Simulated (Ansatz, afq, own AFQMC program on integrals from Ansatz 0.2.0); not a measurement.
**AlGeH₂, doublet in cc-pVDZ, levels against CCSDT(Q)**

| atom | x (Å) | y (Å) | z (Å) |
| --- | --- | --- | --- |
| Ge | 0.0000 | 0.0000 | 0.8178 |
| Al | 0.0000 | 0.0000 | -1.9856 |
| H | 0.0000 | -1.5327 | -2.8921 |
| H | 0.0000 | 1.5327 | -2.8921 |

Connectivity, by distances: Ge–AlH2.

Basis cc-pVDZ. Noble-gas cores (and the filled d shells of Ga–Kr and In–Xe) are frozen. AFQMC by an in-house program on the Cholesky factors that Ansatz 0.2.0 writes for its CCSD(T) run. The CISD trial takes its coefficients from CCSD amplitudes. Released means that phaseless walkers are propagated on without the constraint, phases kept. Free projection: walkers drawn from exp(T), propagated without any constraint. Its projection time is finite, and what remains of the start isn't in its error. ± is one standard error of the sampling. No spin–orbit coupling.

Determinant: UHF, the one that the program's search chose, which needn't be the lowest solution. The geometry is a point of a scan.

No full CI on the walks' own integrals is used here; CCSDT(Q) serves as the reference and is uncertain by about the last step of the cluster series.

Cautions: no relativity below Rb; no spin-orbit coupling; inner d shell frozen; an unrestricted solution with more broken spin lies lower (18 meV, ⟨S²⟩ 0.98).

* T1 diagnostic: 0.0204
* weight of the determinant in the CISD state: 0.867
* ⟨S²⟩ of the determinant: 0.761
* size of the correlated space: 9 electrons in 36 orbitals

| level | correlation energy (eV) |
| --- | --- |
| MP2 | -3.2237 |
| CCSD | -4.2654 |
| CCSD(T) | -4.3817 |

(1) Estimate where phaseless AFQMC with the Hartree–Fock trial lies against CCSD(T) on the same integrals.

(1) 21.1 ± 37.4 meV above CCSD(T). The gap is under twice the noise, so this walk alone can't tell the two apart.

Reference: CCSDT(Q), correlation energy -4.425 eV. The released energy is read at 2.40 1/Eh (meV from the phaseless value at times in 1/Eh: -9 ± 10 at 0.24, 2 ± 11 at 0.51, -5 ± 8 at 0.99, -17 ± 9 at 1.62, -5 ± 11 at 2.40).

```json
{"level": "CCSD(T)", "E − E(reference) (meV)": "43.4", "share of correlation (%)": "99.02"}
{"level": "CCSDT", "E − E(reference) (meV)": "6.8", "share of correlation (%)": "99.85"}
{"level": "ph-AFQMC/HF", "E − E(reference) (meV)": "64.5 ± 37.4", "share of correlation (%)": "98.54"}
{"level": "ph-AFQMC/CISD", "E − E(reference) (meV)": "14.3 ± 9.0", "share of correlation (%)": "99.68"}
{"level": "released AFQMC", "E − E(reference) (meV)": "9.6 ± 11.1", "share of correlation (%)": "99.78"}
{"level": "free AFQMC", "E − E(reference) (meV)": "1.7 ± 11.4", "share of correlation (%)": "99.96"}
```

Free projections are given only where their last times agree within the noise and don't stop above the reference; a slow remainder of the start can still hide under it. A walk keeps the symmetry of its determinant, which the program's search chose and which needn't be the lowest solution, so a lower state of the same spin and another symmetry isn't excluded. Released energies are given only where the last usable release times agree within the noise; a slower fall can still hide under it.
